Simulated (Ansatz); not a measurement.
A calculation with Ansatz (development build ahead of 0.2.0).

```yaml
crystal:
  periodic: [false, false, false]
  atoms:
    - { symbol: H, position_ang: [2.04394, 0.46531, -0.00026] }
    - { symbol: C, position_ang: [1.19347, -0.22298, 0.0] }
    - { symbol: C, position_ang: [-0.10737, 0.55014, 4.0e-05] }
    - { symbol: F, position_ang: [-1.18711, -0.34119, -3.0e-05] }
    - { symbol: H, position_ang: [1.26382, -0.85762, -0.88615] }
    - { symbol: H, position_ang: [1.26425, -0.85769, 0.8861] }
    - { symbol: H, position_ang: [-0.20233, 1.17863, 0.89047] }
    - { symbol: H, position_ang: [-0.2023, 1.17912, -0.89015] }
basis:
  gaussian: { orbitals: cc-pVTZ }
hamiltonian:
  xc: hf
correlation:
  method: mp2
  frozen_orbitals: { C: 1, F: 1, H: 0 }
```

The input is written out in the form of the current development build from the run's settings.

The run gave:

```json
{
  "Converged": "yes",
  "Reference energy": "-178.14897 hartree",
  "Correlation energy": "-0.60724 hartree",
  "Total energy": "-178.75621 hartree",
  "Spin squared of the determinant": "0.000",
  "Stability test": "minimum among restricted orbitals"
}
```
